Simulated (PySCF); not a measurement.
Simulated outer-valence photoelectron spectrum of `C=C/C=C\Cl`. The calculation used EOM-IP-CCSD/aug-cc-pVDZ in PySCF, restricted Hartree–Fock reference, 9 core orbitals frozen, non-relativistic, gas phase, PBE0-D3(BJ)/def2-SVP geometry.

Each root has a Gaussian of 0.6 eV full width with its one-hole share as area; cross sections and vibrations are left out, and the highest printed point is 100.

ionisation energy (eV), intensity and a bar:
```
      8.2          1 
      8.4          6 ##
      8.6         23 #######
      8.8         46 ##############
      9.0         50 ###############
      9.2         30 #########
      9.4          9 ###
      9.6          2 
      9.8          0 
     10.0          0 
     10.2          0 
     10.4          0 
     10.6          2 
     10.8         11 ###
     11.0         43 #############
     11.2         89 ###########################
     11.4        100 ##############################
     11.6         61 ##################
     11.8         20 ######
     12.0          5 #
     12.2          7 ##
     12.4         26 ########
     12.6         55 #################
     12.8         76 #######################
     13.0         75 #######################
     13.2         55 ################
     13.4         30 #########
     13.6         30 #########
     13.8         60 ##################
     14.0         90 ###########################
     14.2         84 #########################
     14.4         47 ##############
     14.6         16 #####
     14.8          3 #
     15.0          1 
     15.2          4 #
     15.4         18 #####
     15.6         41 ############
     15.8         50 ###############
     16.0         33 ##########
     16.2         12 ####
     16.4          2 #
     16.6          0
```

Problem. Where are the maxima, and how many lines lie under the curve?

Solution. 5 maxima, at 8.9, 11.3, 12.9, 14.1 and 15.8 eV, from 8 lines. At this width some lines have no maximum of their own.

Problem. List the lines with their holes.

Solution. 
```
E (eV)  leading hole (HF orbital)  area  Koopmans (eV)
  8.93                       HOMO  0.96           8.89
 11.33                     HOMO-1  0.94          11.83
 11.34                     HOMO-2  0.95          12.34
 12.72                     HOMO-3  0.95          13.89
 13.08                     HOMO-4  0.93          14.14
 13.95                     HOMO-5  0.95          15.11
 14.19                     HOMO-6  0.95          15.81
 15.77                     HOMO-7  0.93          17.33
```

The widest gap, 2.40 eV, lies between 8.93 and 11.33 eV. Only orbitals with −ε under 21 eV, eight at most, were ionised, so the high end of the curve may lack lines.

Shape of the structure used: `[CH2:1]=[CH:2]/[CH:3]=[CH:4]\[Cl:5]`: C1–C2–C3–C4 180°.

One conformer stands for the species.
